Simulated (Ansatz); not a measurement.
Antiferromagnetic bcc Cr was calculated with r²SCAN in Ansatz (PAW).

Settings: plane-wave cutoff 500 eV, 26×26×26 k mesh, Fermi–Dirac smearing 0.1 eV, no spin polarisation, no spin polarisation, scalar-relativistic PAW data made under PBE.

Computed at the level's own relaxed cell.

Question: Estimate the volume per atom and lattice constant a that the calculation returns.

Answer: 
- volume per atom: 11.33 Å³/atom
- lattice constant a: 2.830 Å

Measured, for comparison: equilibrium volume per atom 11.91 Å³/atom, lattice constant a 2.877 Å (corrected for temperature and zero-point phonon effects; as tabulated in Levämäki et al. (2014), arXiv:1402.3671). Computed (rounded) less measured: equilibrium volume per atom -4.9 %, lattice constant a -1.6 %.

Note: the commensurate order stands in for chromium's spin-density wave, and the size of the moments varies much between levels.

Computed values are for the static lattice.

Computing time: around 2.2 core-minutes (rough).

Ansatz is a first-principles code.
